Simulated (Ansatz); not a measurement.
triplet AlB: levels of theory in one basis

```xyz
2

B     0.0000    0.0000   -1.0118
Al    0.0000    0.0000    1.0118
```

Basis set: def2-SVP (spherical functions). Left uncorrelated: 6 orbitals. Correlation on ROHF uses semicanonical orbitals with singles. Charge 0, multiplicity 3.

Computed with Ansatz (development build ahead of 0.2.0); each method stands on the lowest determinant of its kind that the runs found.

```
      method  E − E(ROHF) (eV)  <S²> of the determinant
        ROHF              0.00                     2.00
         UHF             -0.24                     2.52
    ROHF-MP2             -2.18                        –
     UHF-MP2             -2.13                     2.52
ROHF-CCSD(T)             -3.21                        –
 UHF-CCSD(T)             -3.35                     2.52
```

Caution: the determinant may break the point group. Caution for UHF, UHF-MP2, UHF-CCSD(T): the unrestricted determinant is spin contaminated. Caution for ROHF-CCSD(T), UHF-CCSD(T): another reference gives a lower total.
